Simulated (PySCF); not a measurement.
What does the PBE0-D3(BJ)/def2-SVP structure of InChI=1S/C5H10O/c1-4-5(2)6-3/h4H,1-3H3/b5-4+ look like in three dimensions?

```xyz
16
C5H10O angstrom
C     -2.3218   -0.2092    0.6285
C     -0.8393   -0.2968    0.4584
C     -0.0906    0.5886   -0.2240
C     -0.6160    1.8077   -0.9235
O      1.2530    0.4957   -0.3860
C      1.9216   -0.5850    0.1914
H     -2.8377   -1.0515    0.1350
H     -2.6090   -0.2505    1.6929
H     -2.7410    0.7169    0.2106
H     -0.3513   -1.1570    0.9232
H      0.2301    2.4196   -1.2615
H     -1.2447    2.4197   -0.2606
H     -1.2201    1.5415   -1.8048
H      2.9866   -0.4674   -0.0483
H      1.5655   -1.5504   -0.2123
H      1.7990   -0.6022    1.2897
```

Orientation and origin are arbitrary. Atoms count from 1 in this order. The C–O distances run from 1.357 Å (C3–O5, drawn single) to 1.396 Å (O5–C6, drawn single), a spread of 0.039 Å. The 6 heavy atoms lie in one plane (0.004 Å rms). The 3 C–C bonds span 1.345 Å (C2=C3, drawn double) to 1.501 Å (C3–C4, drawn single), a spread of 0.156 Å. Of the pairs four or more bonds apart, C6···H10 is among the closest relative to their van der Waals radii: 2.46 Å, 85 % of the sum of Bondi's values.

Bonds between heavy atoms (Å): C1–C2 1.495, C2=C3 1.345, C3–C4 1.501, C3–O5 1.357, O5–C6 1.396.

Computed, not measured: PBE0-D3(BJ)/def2-SVP geometry optimisation, gas phase in PySCF.

Point group: near Cs, missed by 0.32 Å at most; the miss may be what the optimiser left on a soft mode. Stationary, but not proved a minimum. One conformer, not necessarily the lowest (C2–C3–O5–C6 0°).

On an Arm Neoverse V1 with one thread (shared host), this took 72 s and 0.69 GiB of memory at its peak. That covers the optimisation of the geometry.
